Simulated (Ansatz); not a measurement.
Results of RPBE (PAW; Ansatz, a quantum-chemistry and plane-wave program) for rock-salt ZrC.

Numerical settings: plane-wave cutoff 520 eV, 16×16×16 k mesh, Fermi–Dirac smearing 0.1 eV, perturbation theory, scalar-relativistic PAW data made under PBE.

Cell (relaxed at this level):

```xyz
2
Lattice="0.0000 2.3663 2.3663 2.3663 0.0000 2.3663 2.3663 2.3663 0.0000" Properties=species:S:1:pos:R:3 pbc="T T T"
Zr     0.0000     0.0000     0.0000
C      2.3663     2.3663     2.3663
```

What does this level give for the TO(Γ) frequency?


- TO(Γ) frequency = 408 cm⁻¹

It cost around 14 core-minutes (rough) of CPU time.
